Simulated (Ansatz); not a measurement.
# C2H2O2: taking an electron away

One table from this session's results is given with a row withheld; the runs are named, their logs left out.

Method: unrestricted cation, the program's frozen cores in correlated methods; program: Ansatz 0.2.0, Gaussian basis.

Plan: UKS PBE-D4/def2-TZVPP; UKS r2SCAN-D4/def2-TZVPP; UKS PBE0-D4/def2-TZVPP; UKS B3LYP-D4/def2-TZVPP; UKS wB97X-V/def2-TZVPP; UKS wB97M-V/def2-TZVPP; UKS B2PLYP/def2-TZVPP; UHF-CCSD(T)/def2-TZVPP; UHF-MP2/def2-QZVPP; extrapolation to the limit; then −ε(HOMO) from the neutral's earlier runs with LDA (SPW92), PBE-D4, revPBE-D4, BLYP-D4, r2SCAN-D4, B97M-V, PBE0-D4, B3LYP-D4, r2SCANh-D4, r2SCAN0-D4, HSE06-D4, BHLYP-D4, CAM-B3LYP-D4, LC-ωPBE, ωB97X-V, ωB97M-V.

## The geometry

An earlier PBE0-D4 in a triple-zeta def2 set relaxation fixed the geometry.

SMILES `O=C1CO1`, 6 atoms, charge 0, spin multiplicity 1.

Atoms are counted from 1 here; the program's logs count them from 0.

Bond lengths: O1–C2 1.181 Å, C2–C3 1.441 Å, C2–O4 1.323 Å, C3–O4 1.504 Å, C3–H5 1.085 Å, C3–H6 1.085 Å. Angles: O1–C2–C3 155.2°, O1–C2–O4 139.0°, C3–C2–O4 65.8°, C2–C3–O4 53.3°, C2–C3–H5 120.6°, C2–C3–H6 120.6°, O4–C3–H5 113.7°, O4–C3–H6 113.6°, H5–C3–H6 116.8°, C2–O4–C3 60.9°.

The first run:

in.yaml reads:

```yaml
crystal:
  periodic: [false, false, false]
  atoms:
    - {symbol: O, position_ang: [-0.715950, -1.717637, 0.667971]}
    - {symbol: C, position_ang: [-0.355641, -0.735118, 0.121236]}
    - {symbol: C, position_ang: [0.322879, 0.532565, 0.020006]}
    - {symbol: O, position_ang: [-0.451761, -0.161005, -1.067017]}
    - {symbol: H, position_ang: [1.391039, 0.574861, -0.165517]}
    - {symbol: H, position_ang: [-0.148465, 1.442234, 0.377020]}
basis:
  gaussian: {orbitals: def2-TZVPP}
total_charge: 1
magnetization: {spin_polarized: true, initial_magnetization: 1}
hamiltonian: {xc: pbe, dispersion: d4}
```

Run with:

```
> ansatz run in.yaml --threads 2 --pin off --events-out ev --progress --plain --max-ram 4352MiB
```

Among the steps run: Cation, UKS PBE-D4/def2-TZVPP; Cation, UKS r2SCAN-D4/def2-TZVPP; Cation, UKS PBE0-D4/def2-TZVPP; Cation, UKS B3LYP-D4/def2-TZVPP; Cation, UKS wB97X-V/def2-TZVPP; Cation, UKS wB97M-V/def2-TZVPP; Cation, UKS B2PLYP (frozen core)/def2-TZVPP; Cation, UHF-CCSD(T)/def2-TZVPP; Cation, UHF-MP2/def2-QZVPP.

One table of the session follows, with a row left open; its other results are not shown here.

Orbital estimates, from the neutral's runs:

```
  functional  −ε(HOMO) (eV)
 LDA (SPW92)           6.93
      PBE-D4           6.73
   revPBE-D4           6.65
     BLYP-D4           6.65
   r2SCAN-D4           7.04
      B97M-V              ?
     PBE0-D4           8.31
    B3LYP-D4           8.08
  r2SCANh-D4           7.63
  r2SCAN0-D4           8.53
    HSE06-D4           7.90
    BHLYP-D4           9.85
CAM-B3LYP-D4           9.79
     LC-ωPBE          11.09
     ωB97X-V          10.74
     ωB97M-V          10.68
```

Estimate the missing values for B97M-V.

The run gave: −ε(HOMO) (eV): 7.13. In the column «−ε(HOMO) (eV)» it lies between r2SCAN-D4 (7.04) and r2SCANh-D4 (7.63).

To keep in mind: The cation may have settled in a state other than its lowest; no search over hole states beyond the program's own was made.
